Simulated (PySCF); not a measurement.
Compound: C₃H₅FO.
Numbering: `[O:1]=[CH:2][CH2:3][CH2:4][F:5]` (hydrogens: H6 on C2; H7, H8 on C3; H9, H10 on C4)

Computed, not measured: PBE0-D3(BJ)/def2-SVP geometry optimisation, gas phase (PySCF).

(1) What internal coordinates does the optimisation give?

Answers

(1) 
```csv
bond,length (Å),order
O1=C2,1.201,double
C2–C3,1.507,single
C3–C4,1.515,single
C4–F5,1.374,single
C2–H6,1.120,single
"C3–H7, C3–H8",1.103,single
"C4–H9, C4–H10",1.103,single
```

Bonds in one row agree within 0.01 Å and their mean is given. Orders are formal, as drawn. A selection of angles:
```csv
angle,degrees
O1–C2–C3,124.3
O1–C2–H6,121.1
C3–C2–H6,114.6
C2–C3–C4,113.4
C2–C3–H7,108.7
C2–C3–H8,107.3
C4–C3–H7,111.2
C4–C3–H8,108.2
H7–C3–H8,107.7
C3–C4–F5,109.9
C3–C4–H9,110.5
C3–C4–H10,111.2
F5–C4–H9,108.7
F5–C4–H10,108.3
H9–C4–H10,108.2
```

Torsions: O1–C2–C3–C4 138° (anticlinal); C2–C3–C4–F5 62° (synclinal). The mirror-image conformer, all signs reversed, is as good.

Of the pairs four or more bonds apart, F5···H6 is among the closest relative to their van der Waals radii: 2.60 Å, 97 % of the sum of Bondi's values.

Point group: C1 (no symmetry element, even within 0.4 Å). Whether it is a minimum is left open (no frequencies). One conformer, not necessarily the lowest.
